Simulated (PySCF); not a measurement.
# Potential energy of MgCl⁺ along the bond

Set-up: PySCF, no relativity, basis sets Mg pcseg-1, Cl pcseg-1. Energies in eV from Mg⁺ + Cl in their ground configurations at the same level. State: ¹Σ⁺ (singlet), closed shell.

Curves on a restricted Hartree–Fock reference rise too fast on stretching and do not dissociate correctly.

```json
{"R (Å)": "1.863", "RHF": "-0.412"}
{"R (Å)": "1.949", "RHF": "-0.952"}
{"R (Å)": "2.036", "RHF": "-1.249"}
{"R (Å)": "2.101", "RHF": "-1.354"}
{"R (Å)": "2.166", "RHF": "-1.384"}
{"R (Å)": "2.231", "RHF": "-1.354"}
{"R (Å)": "2.318", "RHF": "-1.245"}
{"R (Å)": "2.426", "RHF": "-1.028"}
{"R (Å)": "2.556", "RHF": "-0.695"}
{"R (Å)": "2.729", "RHF": "-0.188"}
```

Question: Put a parabola through the three lowest points of the RHF curve and estimate Re, k and ωe (reduced mass 14.23 u; 1 eV/Å² = 0.16022 mdyn/Å; ωe = 1302.8·√(k/μ) cm⁻¹).

Answer: Through R = 2.101, 2.166, 2.231 Å the second-order coefficient is 7.10 eV/Å², so Re ≈ 2.166 Å, k ≈ 2.28 mdyn/Å and ωe ≈ 521 cm⁻¹. A polynomial fit of higher order to the unrounded RHF energies gives Re = 2.163 Å, k = 2.26 mdyn/Å, ωe = 520 cm⁻¹; anharmonicity and rounding make the difference.

The higher-order fit for each curve: RHF: Re = 2.163 Å, ωe = 520 cm⁻¹, De = 1.38 eV.

For an ion De counts to the pair picked by the measured ionisation energies or electron affinities, which need not be the lowest pair at this level. Where the molecule has an RHF reference, its open-shell atoms are computed with UHF. Hartree–Fock leaves out correlation, which carries a large part of most bond energies and some tenths to 1 eV of ionisation energies.
